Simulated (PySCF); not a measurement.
# AlH⁺ from Hartree–Fock to correlated methods

State: ²Σ⁺ (doublet), unpaired electrons σ ↑. Set-up: Al 3-21G, H 3-21G; no relativity (PySCF 2.14). De refers to Al⁺ + H in their ground configurations, without counterpoise correction. The functionals are run spin-unrestricted. A positive dipole points towards H; it is taken about the centre of mass and depends on that origin.

```csv
Level,Re (Å),ωe (cm⁻¹),De (eV),μ (D)
UHF,1.622,1688,0.437,-0.54
UHF-MP2,1.634,1679,0.328,n/a
UHF-SCS-MP2,1.637,1677,0.301,n/a
UHF-CCSD,1.688,1375,0.258,n/a
UHF-CCSD(T),1.687,1386,0.265,n/a
PBE,1.664,1581,0.89,-0.22
BP86,1.658,1608,1.01,-0.29
r²SCAN,1.641,1668,1.07,-0.38
PBE0,1.646,1648,0.86,-0.30
M06,1.645,1676,0.76,-0.29
M06-2X,1.637,1674,0.73,-0.37
```

Q: Which functional lies closest to UHF-CCSD(T) in De, which farthest, and by how much do they differ from it?

A: Closest is M06-2X (-5.0 pm in Re, +20.8 % in ωe, +0.46 eV in De against UHF-CCSD(T) in the same basis), farthest r²SCAN (-4.6 pm in Re, +20.3 % in ωe, +0.81 eV in De). CCSD(T) converges more slowly with the basis than the functionals do and binds too weakly in this one, so the order can change at the basis-set limit.

Q: What does a quarter of exact exchange do here, going from PBE to PBE0?

A: PBE0 less PBE: -1.8 pm in Re, +4.2 % in ωe, -0.03 eV in De. Exact exchange removes part of the self-interaction that spreads semilocal densities, and in most molecules shortens and stiffens the bond and lowers De; so it does here.

Q: What does second-order correlation do here, going from UHF to UHF-MP2?

A: UHF-MP2 less UHF: +1.2 pm in Re, -0.5 % in ωe, -0.11 eV in De. The bond lengthens, as in strong covalent bonds, where excitations into antibonding orbitals dominate.

Correlated steps freeze 5 core orbitals. For an ion De counts to the pair picked by the measured ionisation energies or electron affinities, which need not be the lowest pair at this level. 3-21G is very small, so such numbers show the basis as much as the molecule. The state was picked by a PBE0 search and need not be the measured ground state.
